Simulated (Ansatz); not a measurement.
Barrier height from Cl− + CH3Cl (SMILES CCl) to the transition structure CH3Cl2, without zero-point energy, on the benchmark's geometries as Psi4's copy of the set gives them.
Transition structure (charge -1, multiplicity 1):
```xyz
6

Cl     2.3226    -0.0001     0.0001
C     -0.0001     0.0005    -0.0005
H      0.0001    -0.7443    -0.7676
H     -0.0003    -0.2914     1.0280
H      0.0001     1.0372    -0.2620
Cl    -2.3225    -0.0001     0.0001
```

Open shells are unrestricted; no spin–orbit coupling.

Cores are frozen in the correlated methods.

The values were computed with Ansatz (an electronic-structure program). 

**Question.** Predict the barrier height from SCS-MP2/cc-pVDZ.

**Answer.** 1.9 kcal/mol

**Question.** What is the computed barrier height (HF/aug-cc-pV(D+d)Z)?

**Answer.** 6.7 kcal/mol

**Question.** What barrier height does CCSD(T)/aug-cc-pV(D+d)Z give?

**Answer.** 1.3 kcal/mol
